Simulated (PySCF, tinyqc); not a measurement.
Worked calculation: CID on RHF in the sto-3g basis, frozen core, for HF, spin multiplicity 1. The lowest restricted solution is unstable here: a spin-polarised one lies 0.0537 hartree lower (PySCF). One step of it, computed by the program tinyqc.

Task: Orthogonalisation. S = U s U^T; symmetric (Loewdin) form X = U s^(-1/2) U^T, so that X^T S X = 1.

overlap S:
```
           1F 1s     1F 2s    1F 2px    1F 2py    1F 2pz     2H 1s
1F 1s   1.000000  0.237990  0.000000  0.000000  0.000000  0.013136
1F 2s   0.237990  1.000000  0.000000  0.000000  0.000000  0.167375
1F 2px  0.000000  0.000000  1.000000  0.000000  0.000000  0.000000
1F 2py  0.000000  0.000000  0.000000  1.000000  0.000000  0.000000
1F 2pz  0.000000  0.000000  0.000000  0.000000  1.000000  0.155619
2H 1s   0.013136  0.167375  0.000000  0.000000  0.155619  1.000000
```

Give: eigenvalues of S; X.

Result:

eigenvalues of S: 0.6994  0.8727  1.0000  1.0000  1.1142  1.3138

X:
```
          1F 1s    1F 2s  1F 2px  1F 2py   1F 2pz    2H 1s
1F 1s    1.0224  -0.1248  0.0000  0.0000  -0.0013   0.0092
1F 2s   -0.1248   1.0337  0.0000  0.0000   0.0104  -0.0885
1F 2px   0.0000   0.0000  1.0000  0.0000   0.0000   0.0000
1F 2py   0.0000   0.0000  0.0000  1.0000   0.0000   0.0000
1F 2pz  -0.0013   0.0104  0.0000  0.0000   1.0094  -0.0805
2H 1s    0.0092  -0.0885  0.0000  0.0000  -0.0805   1.0206
```
